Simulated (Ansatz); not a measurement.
We consider LaGaO3 (Pnma, No. 62), described by LDA (plane waves, PAW; Ansatz, a first-principles code).

Run with plane-wave cutoff 520 eV, 6×6×6 k mesh, Fermi–Dirac smearing 0.01 eV, scalar-relativistic PAW data made under PBE.

Computed at the level's own relaxed cell.

### Question
Give the computed band gap.

### Answer

- band gap: 3.94 eV (on the SCF k mesh)

Note: the relaxation could not lower the start's symmetry, so the cell can be a saddle point above a distorted one.

Spin–orbit coupling is not included.

The computed numbers hold no vibrational or temperature effects.

It cost roughly 19 core-minutes of CPU time.
